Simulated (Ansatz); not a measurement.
Lattice constant a of some cubic transition metals

Method: Hartree–Fock in Ansatz (PAW). References are measured values corrected to a static lattice. The table is a random draw of 6 from 11 solids with such references.

Values in Å.

| solid | reference | Hartree–Fock | error (%) |
|---|---|---|---|
| fcc Pt | 3.913 | 3.992 | +2.02 |
| bcc Fe | 2.853 | 3.224 | +13.0 |
| fcc Ir | 3.831 | 3.846 | +0.39 |
| bcc V | 3.021 | 3.005 | -0.53 |
| fcc Au | 4.062 | 4.332 | +6.65 |
| bcc Mo | 3.141 | ? | ? |

### Question
Estimate the withheld Hartree–Fock value.

### Answer
The errors of the other rows run from -0.53 % to +13.0 %, with a median of +2.02 %; carried to the reference 3.141 it gives 3.204 Å. The run gives 3.181 Å (+1.27 %), -0.72 % from the estimate; the row was drawn at random, and such an estimate is rough. Over these 6 solids the mean error is +3.80 %, the mean absolute error 3.98 % (median 1.65 %), and the worst case bcc Fe at +13.0 %; the value is too high in 5 of 6 cases. Over all 11, from unrounded values, the mean error is +6.68 % and the mean absolute error 6.78 % (median 2.91 %). Caveats on values not shown: the cell is over a tenth larger than the published one: the level's own overestimate first of all, though another phase or state, or a fault of the published cell, is possible (3).

All these references are brought to a static lattice.

Spin–orbit coupling is left out, also for the solids with elements from indium on (fcc Pt, fcc Ir, fcc Au); its size isn't shown.

Exact exchange on metals is sensitive to the k mesh.

Differences are worked out from the printed values.

Caveats: the cell is over a tenth larger than the published one: the level's own overestimate first of all, though another phase or state, or a fault of the published cell, is possible (bcc Fe, fcc Au). Ansatz's density-functional and Hartree–Fock values are scalar-relativistic unless marked +SOC, with PAW data made under PBE.

Ansatz's runs of these crystals have no spin polarisation, but for bcc Fe. Meta-GGAs and exact exchange favour moments, which can bear on fcc Pt, bcc Fe, bcc V.

Density-functional runs with spin start from parallel moments for bcc Fe.

Not in this set, of the transition metals with a reference value in our tables and a result at some level: 11 for a reference at room or unstated temperature; 4 for no value at Hartree–Fock (not run, a failed fit, an unstable or unbound cell, or a value held back for tests). These can be a level's best or worst cases. Solids without a released value at any level aren't counted. Layered and molecular crystals are counted apart. The metals Ce to Yb are counted apart.

References as tabulated in Mejia-Rodriguez and Trickey (2018), arXiv:1807.09216.

Ansatz is a program for electronic structure.
